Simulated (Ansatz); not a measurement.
Ideal-gas functions of C2H4O2S (`O=CC(O)S`) at 600 K and 1 bar, from an Ansatz frequency run at PBE0-D4/def2-TZVP.

Molar mass 92.12 g/mol, point group C1 (symmetry number 1), electronic degeneracy 1, moments of inertia 75.156, 168.998, 216.104 u Å². Harmonic wavenumbers (cm⁻¹, unscaled): 121, 270, 298, 324, 386, 493, 639, 788, 883, 906, 1034, 1149, 1254, 1301, 1380, 1431, 1811, 2699, 3000, 3074, 3699.

Use S(trans) = R[1.5 ln M + 2.5 ln T − 1.1517]; rotational temperatures θ = 24.2544 K / I; S(rot) = R[ln(√π/σ · √(T³/θAθBθC)) + 1.5]; for each mode x = 1.438777 ν̃/T, S = R[x/(eˣ − 1) − ln(1 − e⁻ˣ)] and H = RT x/(eˣ − 1); 1 cm⁻¹ = 0.0119627 kJ/mol; R = 8.31446 J/(mol·K).

Q: By hand: the entropy, in J/(mol·K).

A: Translation 179.8. Rotation: θ = 0.3227, 0.1435, 0.1122 K, giving 118.9. Vibration, mode by mode: 18.63, 12.07, 11.28, 10.62, 9.25, 7.39, 5.53, 4.16, 3.47, 3.33, 2.61, 2.10, 1.72, 1.57, 1.35, 1.23, 0.58, 0.10, 0.05, 0.04, 0.01, in all 97.1. Electronic 0.0. Sum 395.8 J/(mol·K).

Q: By hand: H − E and G − E in kJ/mol, counted from the electronic energy.

A: Zero-point energy ½ × 26940 × 0.0119627 = 161.1; thermal vibration 32.0; translation, rotation and pV give 4 RT = 20.0. H − E = 213.1 kJ/mol, and G − E = 213.1 − 600 × 395.8/1000 = -24.4 kJ/mol.

Vibration gives 25 % of the entropy, 18.6 J/(mol·K) of it from the mode under 150 cm⁻¹: soft modes count most, and the harmonic formula is weakest for them. The sum counts one conformer and one mirror image; others add a mixing term.
